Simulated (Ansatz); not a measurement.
# doublet CN: levels of theory in one basis

```yaml
atoms:
  - { symbol: C, position_ang: [0.0000, 0.0000, 0.0000] }
  - { symbol: N, position_ang: [0.0000, 0.0000, 1.2306] }
```

Basis set: def2-SVP (spherical functions). Correlated methods keep 2 orbitals frozen. Correlation on ROHF uses semicanonical orbitals with singles. Charge 0, multiplicity 2.

Computed with Ansatz (development build ahead of 0.2.0); each method stands on the lowest determinant of its kind that the runs found.

```json
{"method": "ROHF", "E − E(ROHF) (eV)": "0.00", "<S²> of the determinant": "0.75"}
{"method": "UHF", "E − E(ROHF) (eV)": "-0.50", "<S²> of the determinant": "1.43"}
{"method": "ROHF-MP2", "E − E(ROHF) (eV)": "-6.10", "<S²> of the determinant": "–"}
{"method": "UHF-MP2", "E − E(ROHF) (eV)": "-6.14", "<S²> of the determinant": "1.43"}
{"method": "UHF-CCSD(T)", "E − E(ROHF) (eV)": "-8.03", "<S²> of the determinant": "1.43"}
```

Question: What does UHF-CCSDT(Q) give on the same scale?

Answer: -8.19 eV.

Caution for UHF, UHF-MP2, UHF-CCSD(T), UHF-CCSDT(Q): the unrestricted determinant is spin contaminated. Caution for ROHF-MP2: a plain start can end on a higher determinant. Caution for ROHF-MP2, UHF-CCSD(T): another reference gives a lower total.
